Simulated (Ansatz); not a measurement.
Basis-set extrapolation for C3H5N (`C=CC=N`) (PBE0-D4/def2-TZVP geometry, frozen core, Ansatz). Multiplicity 1, RHF reference.

```
                      def2-TZVPP   def2-QZVPP
                 HF  -170.985135  -170.992845
    MP2 correlation    -0.683715    -0.728530
CCSD(T) correlation    -0.746591      not run
```

Energies in hartree. Use E(X) = E(∞) + A·exp(−7.88·√X) for Hartree–Fock and E(X) = E(∞) + B·X^(−2.97) for correlation, with X = 3 and 4, and add CCSD(T) minus MP2 of the smaller set to the MP2 limit.

Problem. What is the CCSD(T) energy at the basis-set limit?

Solution. HF limit: -170.992845 + (-0.007710) × 0.13774 = -170.99391. MP2 limit: -0.728530 + (-0.044815) × 0.74074 = -0.76173. Higher-order term: -0.746591 − (-0.683715) = -0.06288. Total: -171.81852 hartree, 54.5 kcal/mol below CCSD(T)/def2-TZVPP.
